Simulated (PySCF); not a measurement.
Gas-phase reaction: AlCl2F + F2 ⇌ AlClF2 + ClF

Energies from PySCF (xtb for GFN2), thermal terms from the rigid-rotor harmonic-oscillator model, ideal gas at 1 bar. 'Table' is the NASA 1993 thermochemical table (part measured, part estimated). † marks an energy on the PBE0/def2-TZVP geometry and frequencies; other levels use their own. 6-31G* has spherical d functions here. All species are closed-shell singlets. B3LYP is the form with VWN-RPA correlation. The harmonic model lacks anharmonicity and excited electronic states, which grow with temperature; levels with a mode under 35 cm⁻¹ are left out. The table's entry may be an old estimate for AlCl2F, AlClF2, ClF (not checked at source).

log10 K (1 bar standard state):

```
T (K)  table  B3LYP/6-31G*  B3LYP/def2-TZVP†  GFN2-xTB
-----  -----  ------------  ----------------  --------
600     22.6          20.7              23.0      21.1
800     16.9          15.5              17.3      15.9
1000    13.6          12.5              13.9      12.7
1400     9.7           8.9               9.9       9.1
2000     6.8           6.3               7.0       6.4
```
Ten kJ in ΔG° is worth 0.87 decades in K at 600 K and 0.26 at 2000 K.
